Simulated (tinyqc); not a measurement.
Inside a calculation. Method: UKS/BLYP in the sto-6g basis, for CH2, spin multiplicity 3. One step of it, computed by the program tinyqc.

Problem. Iteration 2: diagonalisation and new density. A level shift of 0.2 hartree raises the virtual space: F + shift (S - S D(s) S), with D(s) the density of one spin. Diagonalise F' = X^T F X, C = X C', fill 5 alpha and 3 beta electrons from the bottom; D(s) = C_occ C_occ^T. Each column has its largest component positive (the first on a tie).

extrapolated F(alpha) (hartree), order 1C 1s, 1C 2s, 1C 2px, 1C 2py, 1C 2pz, 2H 1s, 3H 1s:
$$\begin{pmatrix}
-9.867831 & -2.578873 & 0.000000 & 0.000000 & -0.002171 & -0.563118 & -0.563118 \\
-2.578873 & -1.126219 & 0.000000 & 0.000000 & -0.025795 & -0.450495 & -0.450495 \\
0.000000 & 0.000000 & -0.110127 & 0.000000 & 0.000000 & 0.000000 & 0.000000 \\
0.000000 & 0.000000 & 0.000000 & -0.175111 & 0.000000 & -0.225338 & 0.225338 \\
-0.002171 & -0.025795 & 0.000000 & 0.000000 & -0.132015 & -0.110140 & -0.110140 \\
-0.563118 & -0.450495 & 0.000000 & -0.225338 & -0.110140 & -0.273368 & -0.112626 \\
-0.563118 & -0.450495 & 0.000000 & 0.225338 & -0.110140 & -0.112626 & -0.273368
\end{pmatrix}$$

extrapolated F(beta) (hartree), order 1C 1s, 1C 2s, 1C 2px, 1C 2py, 1C 2pz, 2H 1s, 3H 1s:
$$\begin{pmatrix}
-9.842818 & -2.561371 & 0.000000 & 0.000000 & -0.007197 & -0.560001 & -0.560001 \\
-2.561371 & -1.012371 & 0.000000 & 0.000000 & -0.077488 & -0.428057 & -0.428057 \\
0.000000 & 0.000000 & 0.043370 & 0.000000 & 0.000000 & 0.000000 & 0.000000 \\
0.000000 & 0.000000 & 0.000000 & -0.124138 & 0.000000 & -0.219053 & 0.219053 \\
-0.007197 & -0.077488 & 0.000000 & 0.000000 & 0.004873 & -0.112172 & -0.112172 \\
-0.560001 & -0.428057 & 0.000000 & -0.219053 & -0.112172 & -0.268568 & -0.108367 \\
-0.560001 & -0.428057 & 0.000000 & 0.219053 & -0.112172 & -0.108367 & -0.268568
\end{pmatrix}$$

X, order 1C 1s, 1C 2s, 1C 2px, 1C 2py, 1C 2pz, 2H 1s, 3H 1s:
$$\begin{pmatrix}
-0.311239 & 0.000000 & 0.777509 & 0.000000 & -0.577393 & 0.000000 & 0.197051 \\
1.173993 & 0.000000 & -0.262169 & 0.000000 & -0.230021 & 0.000000 & 0.475028 \\
0.000000 & 0.000000 & 0.000000 & 1.000000 & 0.000000 & 0.000000 & 0.000000 \\
0.000000 & 1.085422 & 0.000000 & 0.000000 & 0.000000 & 0.598143 & 0.000000 \\
0.432547 & 0.000000 & 0.616639 & 0.000000 & 0.712786 & 0.000000 & 0.169208 \\
-0.778454 & -0.835579 & -0.181803 & 0.000000 & 0.140007 & 0.388496 & 0.365814 \\
-0.778454 & 0.835579 & -0.181803 & 0.000000 & 0.140007 & -0.388496 & 0.365814
\end{pmatrix}$$

D(alpha) after iteration 1, order 1C 1s, 1C 2s, 1C 2px, 1C 2py, 1C 2pz, 2H 1s, 3H 1s:
$$\begin{pmatrix}
1.041751 & -0.158382 & 0.000000 & 0.000000 & 0.073610 & -0.052056 & -0.052056 \\
-0.158382 & 0.657606 & 0.000000 & 0.000000 & -0.357063 & 0.110509 & 0.110509 \\
0.000000 & 0.000000 & 1.000000 & 0.000000 & 0.000000 & 0.000000 & 0.000000 \\
0.000000 & 0.000000 & 0.000000 & 0.257990 & 0.000000 & 0.231176 & -0.231176 \\
0.073610 & -0.357063 & 0.000000 & 0.000000 & 0.744522 & 0.197445 & 0.197445 \\
-0.052056 & 0.110509 & 0.000000 & 0.231176 & 0.197445 & 0.346471 & -0.067826 \\
-0.052056 & 0.110509 & 0.000000 & -0.231176 & 0.197445 & -0.067826 & 0.346471
\end{pmatrix}$$

D(beta) after iteration 1, order 1C 1s, 1C 2s, 1C 2px, 1C 2py, 1C 2pz, 2H 1s, 3H 1s:
$$\begin{pmatrix}
1.023950 & -0.079408 & 0.000000 & 0.000000 & -0.025234 & -0.075487 & -0.075487 \\
-0.079408 & 0.310891 & 0.000000 & 0.000000 & 0.082629 & 0.204500 & 0.204500 \\
0.000000 & 0.000000 & 0.000000 & 0.000000 & 0.000000 & 0.000000 & 0.000000 \\
0.000000 & 0.000000 & 0.000000 & 0.226894 & 0.000000 & 0.227313 & -0.227313 \\
-0.025234 & 0.082629 & 0.000000 & 0.000000 & 0.021978 & 0.054448 & 0.054448 \\
-0.075487 & 0.204500 & 0.000000 & 0.227313 & 0.054448 & 0.362790 & -0.092677 \\
-0.075487 & 0.204500 & 0.000000 & -0.227313 & 0.054448 & -0.092677 & 0.362790
\end{pmatrix}$$

overlap S, order 1C 1s, 1C 2s, 1C 2px, 1C 2py, 1C 2pz, 2H 1s, 3H 1s:
$$\begin{pmatrix}
1.000000 & 0.243228 & 0.000000 & 0.000000 & 0.000000 & 0.053051 & 0.053051 \\
0.243228 & 1.000000 & 0.000000 & 0.000000 & 0.000000 & 0.443079 & 0.443079 \\
0.000000 & 0.000000 & 1.000000 & 0.000000 & 0.000000 & 0.000000 & 0.000000 \\
0.000000 & 0.000000 & 0.000000 & 1.000000 & 0.000000 & 0.397222 & -0.397222 \\
0.000000 & 0.000000 & 0.000000 & 0.000000 & 1.000000 & 0.181163 & 0.181163 \\
0.053051 & 0.443079 & 0.000000 & 0.397222 & 0.181163 & 1.000000 & 0.095585 \\
0.053051 & 0.443079 & 0.000000 & -0.397222 & 0.181163 & 0.095585 & 1.000000
\end{pmatrix}$$

Give: F' = X^T F X; orbital energies; coefficients C; F' = X^T F X; orbital energies; coefficients C; D(alpha) after iteration 2; D(beta) after iteration 2.

Solution.

F' = X^T F X (alpha) (hartree):
$$\begin{pmatrix}
0.2958 & 0.0000 & 0.8030 & 0.0000 & -0.5242 & 0.0000 & 0.1911 \\
0.0000 & 0.5854 & 0.0000 & 0.0000 & 0.0000 & 0.0421 & 0.0000 \\
0.8030 & 0.0000 & -4.7686 & 0.0000 & 4.1699 & 0.0000 & -2.3217 \\
0.0000 & 0.0000 & 0.0000 & -0.1101 & 0.0000 & 0.0000 & 0.0000 \\
-0.5242 & 0.0000 & 4.1699 & 0.0000 & -3.9092 & 0.0000 & 2.1659 \\
0.0000 & 0.0421 & 0.0000 & 0.0000 & 0.0000 & -0.3193 & 0.0000 \\
0.1911 & 0.0000 & -2.3217 & 0.0000 & 2.1659 & 0.0000 & -1.7335
\end{pmatrix}$$

orbital energies (alpha) (hartree): MO1 -9.8720, MO2 -0.5292, MO3 -0.3213, MO4 -0.1633, MO5 -0.1101, MO6 0.4490, MO7 0.5874

coefficients C (alpha), order 1C 1s, 1C 2s, 1C 2px, 1C 2py, 1C 2pz, 2H 1s, 3H 1s:
$$\begin{pmatrix}
0.9941 & -0.2265 & 0.0000 & 0.0874 & 0.0000 & -0.1623 & 0.0000 \\
0.0260 & 0.7565 & 0.0000 & -0.4358 & 0.0000 & 0.9811 & 0.0000 \\
0.0000 & 0.0000 & 0.0000 & 0.0000 & 1.0000 & 0.0000 & 0.0000 \\
0.0000 & 0.0000 & 0.5472 & 0.0000 & 0.0000 & 0.0000 & 1.1120 \\
0.0025 & 0.0552 & 0.0000 & 0.8569 & 0.0000 & 0.6056 & 0.0000 \\
-0.0064 & 0.2444 & 0.4268 & 0.2316 & 0.0000 & -0.8241 & -0.8167 \\
-0.0064 & 0.2444 & -0.4268 & 0.2316 & 0.0000 & -0.8241 & 0.8167
\end{pmatrix}$$

F' = X^T F X (beta) (hartree):
$$\begin{pmatrix}
0.3608 & 0.0000 & 0.7577 & 0.0000 & -0.5649 & 0.0000 & 0.2446 \\
0.0000 & 0.6224 & 0.0000 & 0.0000 & 0.0000 & 0.0793 & 0.0000 \\
0.7577 & 0.0000 & -4.6077 & 0.0000 & 4.3368 & 0.0000 & -2.3266 \\
0.0000 & 0.0000 & 0.0000 & 0.2434 & 0.0000 & 0.0000 & 0.0000 \\
-0.5649 & 0.0000 & 4.3368 & 0.0000 & -3.6902 & 0.0000 & 2.1520 \\
0.0000 & 0.0793 & 0.0000 & 0.0000 & 0.0000 & -0.2940 & 0.0000 \\
0.2446 & 0.0000 & -2.3266 & 0.0000 & 2.1520 & 0.0000 & -1.6900
\end{pmatrix}$$

orbital energies (beta) (hartree): MO1 -9.8464, MO2 -0.4635, MO3 -0.3008, MO4 0.1915, MO5 0.2434, MO6 0.4913, MO7 0.6292

coefficients C (beta), order 1C 1s, 1C 2s, 1C 2px, 1C 2py, 1C 2pz, 2H 1s, 3H 1s:
$$\begin{pmatrix}
0.9946 & -0.2021 & 0.0000 & 0.1287 & 0.0000 & -0.1644 & 0.0000 \\
0.0241 & 0.6349 & 0.0000 & -0.6035 & 0.0000 & 0.9786 & 0.0000 \\
0.0000 & 0.0000 & 0.0000 & 0.0000 & 1.0000 & 0.0000 & 0.0000 \\
0.0000 & 0.0000 & 0.5031 & 0.0000 & 0.0000 & 0.0000 & 1.1326 \\
0.0029 & 0.1478 & 0.0000 & 0.7996 & 0.0000 & 0.6655 & 0.0000 \\
-0.0060 & 0.3167 & 0.4586 & 0.2442 & 0.0000 & -0.7953 & -0.7993 \\
-0.0060 & 0.3167 & -0.4586 & 0.2442 & 0.0000 & -0.7953 & 0.7993
\end{pmatrix}$$

D(alpha) after iteration 2, order 1C 1s, 1C 2s, 1C 2px, 1C 2py, 1C 2pz, 2H 1s, 3H 1s:
$$\begin{pmatrix}
1.0473 & -0.1836 & 0.0000 & 0.0000 & 0.0649 & -0.0415 & -0.0415 \\
-0.1836 & 0.7629 & 0.0000 & 0.0000 & -0.3316 & 0.0838 & 0.0838 \\
0.0000 & 0.0000 & 1.0000 & 0.0000 & 0.0000 & 0.0000 & 0.0000 \\
0.0000 & 0.0000 & 0.0000 & 0.2994 & 0.0000 & 0.2335 & -0.2335 \\
0.0649 & -0.3316 & 0.0000 & 0.0000 & 0.7373 & 0.2119 & 0.2119 \\
-0.0415 & 0.0838 & 0.0000 & 0.2335 & 0.2119 & 0.2956 & -0.0688 \\
-0.0415 & 0.0838 & 0.0000 & -0.2335 & 0.2119 & -0.0688 & 0.2956
\end{pmatrix}$$

D(beta) after iteration 2, order 1C 1s, 1C 2s, 1C 2px, 1C 2py, 1C 2pz, 2H 1s, 3H 1s:
$$\begin{pmatrix}
1.0300 & -0.1043 & 0.0000 & 0.0000 & -0.0269 & -0.0700 & -0.0700 \\
-0.1043 & 0.4037 & 0.0000 & 0.0000 & 0.0939 & 0.2010 & 0.2010 \\
0.0000 & 0.0000 & 0.0000 & 0.0000 & 0.0000 & 0.0000 & 0.0000 \\
0.0000 & 0.0000 & 0.0000 & 0.2531 & 0.0000 & 0.2307 & -0.2307 \\
-0.0269 & 0.0939 & 0.0000 & 0.0000 & 0.0219 & 0.0468 & 0.0468 \\
-0.0700 & 0.2010 & 0.0000 & 0.2307 & 0.0468 & 0.3107 & -0.1099 \\
-0.0700 & 0.2010 & 0.0000 & -0.2307 & 0.0468 & -0.1099 & 0.3107
\end{pmatrix}$$
